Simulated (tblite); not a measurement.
Compound: C5H10N (charge +1).
Bonds: C1–C2 (triple), C2–N3, N3–C4, N3–C5, N3–C6. Hydrogens: H7 on C1; H8, H9, H10 on C4; H11, H12, H13 on C5; H14, H15, H16 on C6.

Computed geometry: GFN2-xTB, gas phase.

(1) What internal coordinates does the optimisation give?

Answers

(1) 
```tsv
bond	length (Å)	order
C1≡C2	1.194	triple
C2–N3	1.397	single
N3–C4, N3–C5, N3–C6	1.479	single
C1–H7	1.052	single
C4–H8 and 8 like bonds	1.090	single
```

Bonds in one row agree within 0.01 Å and their mean is given. Orders are formal, as drawn. A selection of angles:
```tsv
angle	degrees
C2–C1–H7	180.0
C1–C2–N3	180.0
C2–N3–C4	108.7
C4–N3–C5	110.2
N3–C4–H8	110.1
H8–C4–H9	109.1
H12–C5–H13	108.5
```

The C–N distances run from 1.397 Å (C2–N3, drawn single) to 1.479 Å (N3–C4, drawn single), a spread of 0.082 Å. N3 (ammonium nitrogen) is tetrahedral (angles from 108.7° to 110.2°). Of the pairs four or more bonds apart, H8···H14 is among the closest relative to their van der Waals radii: 2.44 Å, 102 % of the sum of Bondi's values.

Point group: C3v (tolerance 0.08 Å). Its GFN2-xTB frequencies are all real (lowest 172 cm⁻¹).
